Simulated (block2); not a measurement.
**BH2Cl− (SMILES [BH2-]Cl) at DMRG/STO-3G**

What is the vertical doublet–quartet gap of BH2Cl− at DMRG/STO-3G? The job is set up through a Python script.

The results are computed with block2 0.5.4.

## 1. The system as given

BH2Cl−: 4 atoms, total charge -1, spin state doublet. As SMILES, `[BH2-]Cl`. The coordinates come from a GFN2-xTB relaxation.

Bond lengths: B1–Cl2 1.923 Å, B1–H3 1.212 Å, B1–H4 1.212 Å. Angles: Cl2–B1–H3 107.8°, Cl2–B1–H4 107.8°, H3–B1–H4 115.8°.

## 2. The energy at DMRG/STO-3G

The input, job.py:

```python
import numpy as np
from pyscf import cc, dft, gto, mcscf, mp, scf
from pyblock2._pyscf.ao2mo import integrals as itg
from pyblock2.driver.core import DMRGDriver, SymmetryTypes

mol = gto.M(atom="""
B
Cl 1 1.923355
H 1 1.211691 2 107.77693
H 1 1.211664 3 115.75059 2 -120.78882
""", basis="sto-3g", charge=-1, spin=1, verbose=3)
print("nao = %d" % (mol.nao))
mf = scf.ROHF(mol)
mf.conv_tol = 1e-10
mf.max_cycle = 200
mf.kernel()
if not mf.converged:
    mf = mf.newton().run(mf.mo_coeff, mf.mo_occ)
print("E(SCF) = %.10f" % (mf.e_tot))
# single-reference ladder for comparison
ref = scf.UHF(mol).run(mf.make_rdm1(), conv_tol=1e-10)
pt = mp.MP2(ref, frozen=6).run()
mycc = cc.CCSD(ref, frozen=6)
mycc.max_cycle = 150
mycc.kernel()
print(f"MP2 total energy = {pt.e_tot:.10f}")
if mycc.converged:
    print("CCSD total energy = %.10f" % (mycc.e_tot))
    print("E(CCSD(T)) = %.10f" % (mycc.e_tot + mycc.ccsd_t()))
# a few density functionals on the same geometry and basis
ks = dft.UKS(mol, xc="pbe").set(conv_tol=1e-9, verbose=3).run(mf.make_rdm1())
if ks.converged:
    print("E(PBE) = %.8f" % (ks.e_tot))
ks = dft.UKS(mol, xc="b3lyp").set(conv_tol=1e-9, verbose=3).run(mf.make_rdm1())
if ks.converged:
    print(f"E(B3LYP) = {ks.e_tot:.8f}")
ks = dft.UKS(mol, xc="tpss").set(conv_tol=1e-9, verbose=3).run(mf.make_rdm1())
if ks.converged:
    print("E(TPSS) = %.8f" % (ks.e_tot))
ncas, n_elec, spin, ecore, h1e, g2e, orb_sym = itg.get_rhf_integrals(mf, ncore=6, ncas=10, pg_symm=False, g2e_symm=1)
dmrg = DMRGDriver(scratch="./tmp", symm_type=SymmetryTypes.SU2, stack_mem=1500 << 20, n_threads=1)
# order the orbitals along the chain
idx = dmrg.orbital_reordering(h1e, g2e, method="fiedler")
print("orbital order:", idx.tolist())
h1e = h1e[np.ix_(idx, idx)]
g2e = g2e[np.ix_(idx, idx, idx, idx)]
orb_sym = np.array(orb_sym)[idx]
dmrg.initialize_system(n_sites=ncas, n_elec=n_elec, spin=spin, orb_sym=orb_sym)
mpo = dmrg.get_qc_mpo(h1e=h1e, g2e=g2e, ecore=ecore, iprint=1)
occs = np.array([1.8] * 6 + [1.0] * 1 + [0.2] * 3)[idx]
psi = dmrg.get_random_mps(tag="GS", bond_dim=25, nroots=1, occs=occs)
bond_dims = [25] * 2 + [50] * 3 + [100] * 3
noises = [0.0001] * 2 + [0.0001] * 3 + [1e-05] * 3 + [0]
thrds = [1e-08] * 8
e = dmrg.dmrg(mpo, psi, n_sweeps=14, tol=1e-07, bond_dims=bond_dims, noises=noises, thrds=thrds, iprint=1)
ms, dws, es = dmrg.get_dmrg_results()
print("DW = %.3e" % (dws[-1]))
print(f"total energy = {e:.10f}")
dm1 = dmrg.get_1pdm(psi)
print("NOONs =", np.round(np.linalg.eigvalsh(dm1)[::-1], 5).tolist())
c_act = mf.mo_coeff[:, 6:16][:, idx]
dm_ao = c_act @ dm1 @ c_act.T + 2 * mf.mo_coeff[:, :6] @ mf.mo_coeff[:, :6].T
print("dipole / D =", np.round(scf.hf.dip_moment(mol, dm_ao, verbose=0), 4).tolist())
print(f"largest bipartite entropy = {max(dmrg.get_bipartite_entanglement(psi)):.4f}")
csf, coef = dmrg.get_csf_coefficients(psi, cutoff=0.05, iprint=1)
print(f"leading coefficient squared = {np.max(np.abs(coef)) ** 2:.4f}")
# FCI check
ci = mcscf.CASCI(mf, 10, (7, 6))
ci.fix_spin_(ss=0.75)
ci.fcisolver.conv_tol = 1e-10
ci.fcisolver.max_cycle = 200
ci.kernel()
print("E(FCI) = %.10f" % (ci.e_tot))
```

Command:

```sh
python job.py
```

Log:

```text
nao = 16
converged SCF energy = -479.987377602694
E(SCF) = -479.9873776027
converged SCF energy = -479.988499263299  <S^2> = 0.75514665  2S+1 = 2.00514
E(UMP2) = -480.020050176902  E_corr = -0.0315509136034908
E(SCS-UMP2) = -480.025020043095  E_corr = -0.036520779795896
E(UCCSD) = -480.0342655341062  E_corr = -0.04576627080746984
MP2 total energy = -480.0200501769
CCSD total energy = -480.0342655341
UCCSD(T) correction = -0.000370378697015643
E(CCSD(T)) = -480.0346359128
converged SCF energy = -480.554203915945  <S^2> = 0.75196155  2S+1 = 2.0019606
E(PBE) = -480.55420392
converged SCF energy = -480.814478688104  <S^2> = 0.75155891  2S+1 = 2.0015583
E(B3LYP) = -480.81447869
converged SCF energy = -480.849934951582  <S^2> = 0.75198246  2S+1 = 2.0019815
E(TPSS) = -480.84993495
orbital order: [6, 9, 8, 7, 1, 2, 5, 3, 0, 4]
integral symmetrize error =  0.0
integral cutoff error =  0.0
mpo terms =       6111

Build MPO | Nsites =    10 | Nterms =       6111 | Algorithm = FastBIP | Cutoff = 1.00e-20
 Site =     0 /    10 .. Mmpo =    14 DW = 0.00e+00 NNZ =       14 SPT = 0.0000 Tmvc = 0.001 T = 0.001
 Site =     1 /    10 .. Mmpo =    42 DW = 0.00e+00 NNZ =      179 SPT = 0.6956 Tmvc = 0.000 T = 0.002
 Site =     2 /    10 .. Mmpo =    64 DW = 0.00e+00 NNZ =      349 SPT = 0.8702 Tmvc = 0.000 T = 0.002
 Site =     3 /    10 .. Mmpo =    94 DW = 0.00e+00 NNZ =      572 SPT = 0.9049 Tmvc = 0.001 T = 0.002
 Site =     4 /    10 .. Mmpo =   132 DW = 0.00e+00 NNZ =      800 SPT = 0.9355 Tmvc = 0.001 T = 0.002
 Site =     5 /    10 .. Mmpo =    94 DW = 0.00e+00 NNZ =     2812 SPT = 0.7734 Tmvc = 0.001 T = 0.004
 Site =     6 /    10 .. Mmpo =    64 DW = 0.00e+00 NNZ =      571 SPT = 0.9051 Tmvc = 0.000 T = 0.001
 Site =     7 /    10 .. Mmpo =    42 DW = 0.00e+00 NNZ =      345 SPT = 0.8717 Tmvc = 0.000 T = 0.001
 Site =     8 /    10 .. Mmpo =    14 DW = 0.00e+00 NNZ =      177 SPT = 0.6990 Tmvc = 0.000 T = 0.000
 Site =     9 /    10 .. Mmpo =     1 DW = 0.00e+00 NNZ =       14 SPT = 0.0000 Tmvc = 0.000 T = 0.000
Ttotal =      0.015 Tmvc-total = 0.003 MPO bond dimension =   132 MaxDW = 0.00e+00
NNZ =         5833 SIZE =        43428 SPT = 0.8657

Rank =     0 Ttotal =      0.016 MPO method = FastBipartite bond dimension =     132 NNZ =         5833 SIZE =        43428 SPT = 0.8657

Sweep =    0 | Direction =  forward | Bond dimension =   25 | Noise =  1.00e-04 | Dav threshold =  1.00e-08
Time elapsed =      0.103 | E =    -480.0198560911 | DW = 1.80690e-06

Sweep =    1 | Direction = backward | Bond dimension =   25 | Noise =  1.00e-04 | Dav threshold =  1.00e-08
Time elapsed =      0.218 | E =    -480.0322126340 | DE = -1.24e-02 | DW = 2.82363e-05

Sweep =    2 | Direction =  forward | Bond dimension =   50 | Noise =  1.00e-04 | Dav threshold =  1.00e-08
Time elapsed =      0.417 | E =    -480.0346408925 | DE = -2.43e-03 | DW = 5.47839e-06

Sweep =    3 | Direction = backward | Bond dimension =   50 | Noise =  1.00e-04 | Dav threshold =  1.00e-08
Time elapsed =      0.659 | E =    -480.0346912543 | DE = -5.04e-05 | DW = 9.68555e-06

Sweep =    4 | Direction =  forward | Bond dimension =   50 | Noise =  1.00e-04 | Dav threshold =  1.00e-08
Time elapsed =      0.918 | E =    -480.0346935980 | DE = -2.34e-06 | DW = 1.30538e-05

Sweep =    5 | Direction = backward | Bond dimension =  100 | Noise =  1.00e-05 | Dav threshold =  1.00e-08
Time elapsed =      1.300 | E =    -480.0347192713 | DE = -2.57e-05 | DW = 3.04620e-07

Sweep =    6 | Direction =  forward | Bond dimension =  100 | Noise =  1.00e-05 | Dav threshold =  1.00e-08
Time elapsed =      1.835 | E =    -480.0347228705 | DE = -3.60e-06 | DW = 6.24835e-07

Sweep =    7 | Direction = backward | Bond dimension =  100 | Noise =  1.00e-05 | Dav threshold =  1.00e-08
Time elapsed =      2.364 | E =    -480.0347251578 | DE = -2.29e-06 | DW = 5.11778e-07

Sweep =    8 | Direction =  forward | Bond dimension =  100 | Noise =  0.00e+00 | Dav threshold =  1.00e-08
Time elapsed =      2.861 | E =    -480.0347251551 | DE = 2.67e-09 | DW = 4.86973e-07

DW = 4.870e-07
total energy = -480.0347251551
NOONs = [1.99987, 1.99957, 1.99881, 1.98563, 1.98002, 1.97644, 1.00066, 0.02263, 0.02037, 0.01601]
dipole / D = [-3.913, -0.478, -0.2464]
largest bipartite entropy = 0.2141
mps center changed (temporarily)
DTRIE T =      0.001
Number of CSF =          2 (cutoff =      0.05)
Sum of weights of included CSF =    0.970169600694971

CSF          0 -000222222  =    0.983287215157285
CSF          1 -+-0+-2222  =    0.057583445565556
leading coefficient squared = 0.9669
CASCI E = -480.034725622435  E(CI) = -29.7943830255985  S^2 = 0.7500000
E(FCI) = -480.0347256224
```

Run time: 7.2 s. Hardware: 1 thread of Arm Neoverse V2, shared host; peak memory 0.28 GiB.

## 3. The quartet: a single-point energy at DMRG/STO-3G

The input, job.py:

```python
import numpy as np
from pyscf import cc, dft, gto, mcscf, mp, scf
from pyblock2._pyscf.ao2mo import integrals as itg
from pyblock2.driver.core import DMRGDriver, SymmetryTypes

geom = """
B     -0.072740    -0.194320    -0.337270
Cl     1.390160     0.062360     0.884750
H     -0.963970    -0.752550     0.264630
H     -0.353460     0.884500    -0.812110
"""
mol = gto.M(
    atom=geom,
    basis="sto-3g",
    charge=-1,
    spin=3,
    verbose=4,
)
print("basis functions          = %d" % (mol.nao))
mf = scf.ROHF(mol)
mf.conv_tol = 1e-10
mf.max_cycle = 200
mf.kernel()
if not mf.converged:
    mf = mf.newton().run(mf.mo_coeff, mf.mo_occ)
print(f"SCF energy               = {mf.e_tot:.10f}")
ref = scf.UHF(mol).run(mf.make_rdm1(), conv_tol=1e-10)
pt = mp.MP2(ref, frozen=6).run()
mycc = cc.CCSD(ref, frozen=6)
mycc.max_cycle = 150
mycc.kernel()
print(f"MP2 total energy         = {pt.e_tot:.10f}")
if mycc.converged:
    print(f"CCSD total energy        = {mycc.e_tot:.10f}")
    print("CCSD(T) total energy     = %.10f" % (mycc.e_tot + mycc.ccsd_t()))
ks = dft.UKS(mol, xc="pbe").set(conv_tol=1e-9, verbose=3).run(mf.make_rdm1())
if ks.converged:
    print(f"E(PBE)                   = {ks.e_tot:.8f}")
ks = dft.UKS(mol, xc="b3lyp").set(conv_tol=1e-9, verbose=3).run(mf.make_rdm1())
if ks.converged:
    print("E(B3LYP)                 = %.8f" % (ks.e_tot))
ks = dft.UKS(mol, xc="tpss").set(conv_tol=1e-9, verbose=3).run(mf.make_rdm1())
if ks.converged:
    print("E(TPSS)                  = %.8f" % (ks.e_tot))
occ_no, mo = mcscf.addons.make_natural_orbitals(cc.CCSD(mf.to_uhf(), frozen=6).run())
mf.mo_coeff = mo
ncas, n_elec, spin, ecore, h1e, g2e, orb_sym = itg.get_rhf_integrals(mf, ncore=6, ncas=10, pg_symm=False, g2e_symm=1)
drv = DMRGDriver(scratch="./tmp", symm_type=SymmetryTypes.SU2, stack_mem=1500 << 20, n_threads=1)
idx = drv.orbital_reordering(h1e, g2e, method="fiedler")
print("orbital order:", idx.tolist())
h1e = h1e[np.ix_(idx, idx)]
g2e = g2e[np.ix_(idx, idx, idx, idx)]
orb_sym = np.array(orb_sym)[idx]
drv.initialize_system(n_sites=ncas, n_elec=n_elec, spin=spin, orb_sym=orb_sym)
mpo = drv.get_qc_mpo(h1e=h1e, g2e=g2e, ecore=ecore, iprint=1)
occs = np.array([1.8] * 5 + [1.0] * 3 + [0.2] * 2)[idx]
mps = drv.get_random_mps(tag="GS", bond_dim=12, nroots=1, occs=occs)
bond_dims = [12] * 3 + [25] * 2 + [50] * 3 + [100] * 2
noises = [0.001] * 3 + [0.0001] * 2 + [0.0001] * 3 + [1e-05] * 2 + [0]
thrds = [1e-08] * 10
e = drv.dmrg(mpo, mps, n_sweeps=16, tol=1e-07, bond_dims=bond_dims, noises=noises, thrds=thrds, iprint=2)
ms, dws, es = drv.get_dmrg_results()
print("DW                       = %.3e" % (dws[-1]))
print(f"E(final)                 = {e:.10f}")
dm1 = drv.get_1pdm(mps)
print("occupation numbers       =", np.round(np.linalg.eigvalsh(dm1)[::-1], 5).tolist())
c_act = mf.mo_coeff[:, 6:16][:, idx]
dm_ao = c_act @ dm1 @ c_act.T + 2 * mf.mo_coeff[:, :6] @ mf.mo_coeff[:, :6].T
print("dipole moment (debye)    =", np.round(scf.hf.dip_moment(mol, dm_ao, verbose=0), 4).tolist())
print("largest bipartite entropy = %.4f" % (max(drv.get_bipartite_entanglement(mps))))
csf, coef = drv.get_csf_coefficients(mps, cutoff=0.05, iprint=1)
print(f"leading coefficient squared = {np.max(np.abs(coef)) ** 2:.4f}")
ci = mcscf.CASCI(mf, 10, (8, 5))
ci.fix_spin_(ss=3.75)
ci.fcisolver.conv_tol = 1e-10
ci.fcisolver.max_cycle = 200
ci.kernel()
print("FCI energy               = %.10f" % (ci.e_tot))
```

Command:

```sh
python job.py
```

Log:

```text
[INPUT] verbose = 4
[INPUT] num. atoms = 4
[INPUT] num. electrons = 25
[INPUT] charge = -1
[INPUT] spin (= nelec alpha-beta = 2S) = 3
[INPUT] symmetry False subgroup None
[INPUT] Mole.unit = angstrom
[INPUT] Symbol           X                Y                Z      unit          X                Y                Z       unit  Magmom
[INPUT]  1 B     -0.072740000000  -0.194320000000  -0.337270000000 AA   -0.137458678301  -0.367211580525  -0.637347930032 Bohr   0.0
[INPUT]  2 Cl     1.390160000000   0.062360000000   0.884750000000 AA    2.627021669325   0.117843321128   1.671935188709 Bohr   0.0
[INPUT]  3 H     -0.963970000000  -0.752550000000   0.264630000000 AA   -1.821639292297  -1.422113395041   0.500078224344 Bohr   0.0
[INPUT]  4 H     -0.353460000000   0.884500000000  -0.812110000000 AA   -0.667942595989   1.671462757178  -1.534665483021 Bohr   0.0

nuclear repulsion = 35.0185066390499
number of shells = 10
number of NR pGTOs = 48
number of NR cGTOs = 16
basis = sto-3g
ecp = {}
CPU time:         0.42
basis functions          = 16

[... 112 lines left out ...]
WARN: HOMO 0.360459729668429 >= LUMO 0.291518668748406
[... 126 lines left out ...]
WARN: HOMO 0.563492189025125 >= LUMO 0.139954515729061
[... 57 lines left out ...]
WARN: HOMO 0.556736291186247 >= LUMO 0.150526455409838
[... 113 lines left out ...]
 --> Site =    3-   4 .. Mmps =   12 Ndav =  10 E =   -479.5612530169 Error = 3.31e-04 FLOPS = 1.29e+09 Tdav = 0.00 T = 0.01
[... 36 lines left out ...]
 --> Site =    4-   5 .. Mmps =   12 Ndav =  10 E =   -479.5830908622 Error = 2.12e-04 FLOPS = 9.92e+08 Tdav = 0.00 T = 0.02
[... 36 lines left out ...]
 --> Site =    5-   6 .. Mmps =   25 Ndav =   4 E =   -479.5864107015 Error = 1.91e-06 FLOPS = 1.96e+09 Tdav = 0.00 T = 0.03
[... 36 lines left out ...]
 --> Site =    6-   7 .. Mmps =   50 Ndav =   1 E =   -479.5868284062 Error = 3.03e-10 FLOPS = 1.55e+09 Tdav = 0.00 T = 0.02
[... 36 lines left out ...]
 --> Site =    7-   8 .. Mmps =   86 Ndav =   1 E =   -479.5868651457 Error = 5.66e-20 FLOPS = 1.43e+09 Tdav = 0.00 T = 0.03
[... 31 lines left out ...]
 --> Site =    3-   4 .. Mmps =  100 Ndav =   3 E =   -479.5868657867 Error = 4.36e-08 FLOPS = 3.84e+09 Tdav = 0.03 T = 0.08
 --> Site =    4-   5 .. Mmps =  100 Ndav =   2 E =   -479.5868656842 Error = 7.84e-09 FLOPS = 3.93e+09 Tdav = 0.03 T = 0.17
 --> Site =    5-   6 .. Mmps =  100 Ndav =   1 E =   -479.5868656489 Error = 5.75e-18 FLOPS = 3.27e+09 Tdav = 0.00 T = 0.12
 --> Site =    6-   7 .. Mmps =   73 Ndav =   1 E =   -479.5868656489 Error = 9.08e-20 FLOPS = 2.31e+09 Tdav = 0.00 T = 0.04
 --> Site =    7-   8 .. Mmps =   36 Ndav =   1 E =   -479.5868656489 Error = 1.60e-20 FLOPS = 1.04e+09 Tdav = 0.00 T = 0.02
 --> Site =    8-   9 .. Mmps =    7 Ndav =   1 E =   -479.5868656489 Error = 9.48e-23 FLOPS = 1.74e+08 Tdav = 0.00 T = 0.01
[... 7 lines left out ...]

DW                       = 4.357e-08
E(final)                 = -479.5868657867
occupation numbers       = [1.99992, 1.99863, 1.99324, 1.9745, 1.97032, 1.0142, 1.004, 0.99886, 0.02585, 0.02049]
dipole moment (debye)    = [-0.7534, 0.5054, 0.3509]
largest bipartite entropy = 0.2266
mps center changed (temporarily)
DTRIE T =      0.001
Number of CSF =          5 (cutoff =      0.05)
Sum of weights of included CSF =    0.974074349063585

CSF          0 -002-2-222  =   -0.979935694127116
CSF          1 -0022-2-22  =   -0.065814791926943
CSF          2 -0--+2-222  =   -0.058885480553792
CSF          3 -020-2-222  =    0.056951262272658
CSF          4 0-0--22222  =   -0.052515250245105
leading coefficient squared = 0.9603

******** <class 'pyscf.mcscf.casci.CASCI'> ********
CAS (8e+5e, 10o), ncore = 6, nvir = 0
natorb = False
canonicalization = True
sorting_mo_energy = False
max_memory 1800 MB (current use 300 MB)
******** <class 'pyscf.fci.addons.SpinPenaltyFCISolver'> ********
max. cycles = 200
conv_tol = 1e-10
davidson only = True
linear dependence = 1e-12
level shift = 0.001
max iter space = 12
max_memory 1800 MB
nroots = 1
pspace_size = 400
spin = None
Density matrix diagonal elements [1.99991529 1.99862677 1.99323388 1.97436948 1.97031622 1.01433011
 1.00400786 0.99886003 0.02584893 0.02049141]
CASCI converged
CASCI E = -479.586865853755  E(CI) = -29.3469969486037  S^2 = 3.7500000
FCI energy               = -479.5868658538
```

It took 8.4 s on 1 thread of Arm Neoverse V2, shared host; peak memory 0.28 GiB.

## 4. What came out

At DMRG/STO-3G, 6 core orbitals frozen:

```
                                        quantity          value
                run 1, DMRG/STO-3G: total energy  -480.03473 Eh
                           quartet: total energy  -479.58687 Eh
vertical energy of the quartet above the doublet      12.187 eV
```

What this shows: At this shape the quartet lies 12.19 eV (1176 kJ/mol) above the doublet. For an anion a state so high probably lies above electron detachment. In a minimal basis such a difference can be off by several eV, whatever the method.
